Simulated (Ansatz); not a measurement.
## A geometry optimisation of AlH3O with B3LYP/6-31G*

The starting geometry of this gas-phase singlet was optimised with GFN2-xTB.

```xyz
5

Al    0.1935    1.3464   -0.3154
O    -0.6803   -0.3567   -0.8640
H    -0.1908    0.6482    1.3192
H    -1.1027   -1.1822   -1.1373
H    -0.6548   -0.2813    0.1255
```

**Question.** Predict what becomes of its bonds when it is optimised with B3LYP/6-31G*.

**Answer.** A bond breaks, giving a structure given below by its coordinates. Contacts that open: Al1–H5 (1.89 → 2.78 Å).

The energy falls by 0.58 eV over 22 steps:

```
step  E − E(last) (eV)
   1             0.580
   3             0.274
   6             0.063
   8             0.030
  10             0.004
  13             0.003
  15             0.003
  17             0.000
  20             0.000
  22             0.000
```

Final geometry (Å):

| atom | x (Å) | y (Å) | z (Å) |
| --- | --- | --- | --- |
| Al | 0.2614 | 1.4107 | -0.3528 |
| O | -0.8954 | -0.3992 | -0.5699 |
| H | 0.0433 | 1.0884 | 1.2806 |
| H | -0.8737 | -0.9015 | -1.3999 |
| H | -0.9707 | -1.0239 | 0.1700 |

Frequencies at the end are all real (lowest 208 cm⁻¹). Run with Ansatz 0.2.0, 17 s on 1 thread of Arm Neoverse V1, with other jobs on the host.
